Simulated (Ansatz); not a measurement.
# Worked example: correlation energy of [CH3···H···Br], doublet

Geometry: a point of a hydrogen-transfer path between rigid fragments, not a stationary point.

```yaml
atoms:
  - { symbol: C, position_ang: [-2.5131, 0.0000, 0.0000] }
  - { symbol: H, position_ang: [-2.8763, 1.0273, 0.0000] }
  - { symbol: H, position_ang: [-2.8763, -0.5137, 0.8897] }
  - { symbol: H, position_ang: [-2.8763, -0.5137, -0.8897] }
  - { symbol: H, position_ang: [-1.3671, 0.0000, 0.0000] }
  - { symbol: Br, position_ang: [0.5039, 0.0000, 0.0000] }
```

Basis cc-pVDZ; Ansatz 0.2.0. Correlated methods freeze the noble-gas cores and the filled d shells of p-block atoms, which leaves 15 electrons in 46 orbitals. R marks a restricted (for open shells ROHF) determinant, U an unrestricted one. No spin–orbit coupling is included, and no scalar relativity.

Full CI isn't at hand for all of this; UCCSDT(Q) serves as the reference, and is uncertain by about the last step of the cluster series.

Runs differ by some tens of microhartree through their thresholds and, for an open shell, their frozen cores, so steps under 0.03 kcal/mol mean nothing.

```json
{"level": "UHF", "total energy (hartree)": "-2612.544112"}
{"level": "UMP2", "total energy (hartree)": "-2612.807938"}
{"level": "UCCSD", "total energy (hartree)": "-2612.844451"}
{"level": "UCCSD(T)", "total energy (hartree)": "-2612.850149"}
{"level": "UCCSDT", "total energy (hartree)": "-2612.850776"}
{"level": "UCCSDT(Q)", "total energy (hartree)": "-2612.851140"}
```

Q: What is the correlation energy at UCCSDT(Q), and what share of it do UMP2 and UCCSD recover?

A: E(corr) = -2612.851140 − (-2612.544112) = -0.307028 hartree = -8.355 eV. UMP2: -0.263826 / -0.307028 = 85.93 %. UCCSD: -0.300339 / -0.307028 = 97.82 %.

Q: By how many kcal/mol does UCCSD(T) miss UCCSDT(Q) (1 hartree = 627.509 kcal/mol), and which steps make up the rest?

A: -2612.850149 − (-2612.851140) = 0.000991 hartree = 0.62 kcal/mol. Steps: UCCSDT − UCCSD(T) = -0.39, UCCSDT(Q) − UCCSDT = -0.23 kcal/mol. That is within 1 kcal/mol of the reference in this basis, which itself misses far more of the correlation at the basis-set limit.
